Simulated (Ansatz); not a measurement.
`B[SiH2][SiH3]` + `O[SiH3]` → `BO[SiH3]` + `[SiH3][SiH3]`  (cleavage of the B–Si bond)

Gas-phase electronic energies from Ansatz, PBE0-D4/def2-TZVP geometries. CCSD(T)/CBS adds triple-zeta CCSD(T) − MP2 to the extrapolated MP2 energy (def2 sets, frozen cores). DFT in def2-TZVPP.

`B[SiH2][SiH3]`:

Cartesian coordinates in Å:
```
B 0.373 -0.111 -1.859
Si -0.076 -1.009 -0.143
Si -0.202 0.790 1.373
H -0.485 0.319 -2.571
H 1.511 0.105 -2.158
H 0.967 -1.944 0.365
H -1.398 -1.697 -0.123
H -1.274 1.737 0.966
H 1.090 1.527 1.413
H -0.505 0.284 2.738
```

`O[SiH3]`:

Cartesian coordinates in Å:
```
O 1.129 -0.548 -0.258
Si -0.388 0.057 -0.046
H 1.831 -0.198 0.290
H -0.884 -0.174 1.339
H -1.250 -0.659 -1.014
H -0.438 1.522 -0.311
```

`BO[SiH3]`:

Z-matrix (Å, degrees):
```
Si
O 1 1.658
H 1 1.482 2 107.9
H 1 1.482 2 107.9 3 -118.9
H 1 1.485 2 110.1 3 120.6
B 2 1.347 1 132.3 3 -120.7
H 6 1.199 2 118.0 1 180.0
H 6 1.204 2 120.0 1 0.0
```

`[SiH3][SiH3]`:

Cartesian coordinates in Å:
```
Si -0.660 -0.384 -0.886
Si 0.660 0.384 0.886
H -1.117 0.760 -1.720
H 0.119 -1.317 -1.743
H -1.855 -1.101 -0.365
H -0.118 1.319 1.741
H 1.857 1.098 0.365
H 1.114 -0.759 1.723
```

CCSD(T)/CBS gives -1.59 eV.

(1) Another level gave -1.46 eV. Which?
A. r2SCAN/def2-TZVPP
B. BHLYP/def2-TZVPP
C. BLYP/def2-TZVPP
D. revPBE-D4/def2-TZVPP

Largest T1 diagnostic among the species: 0.014.

## Answers

(1) D. revPBE-D4 -1.46, r2SCAN -1.56, BLYP -1.63, BHLYP -1.71 eV.

From PBE to PBE0 (25 % exact exchange), in def2-TZVPP and without D4, ΔE moves by −0.04 eV. Leaving LDA and LC-ωPBE aside and taking each functional with its dispersion term where it has one, the values, not all of them listed here, spread over 0.25 eV, from CAM-B3LYP-D4 to revPBE-D4. LDA lies −0.08 eV from PBE without D4.
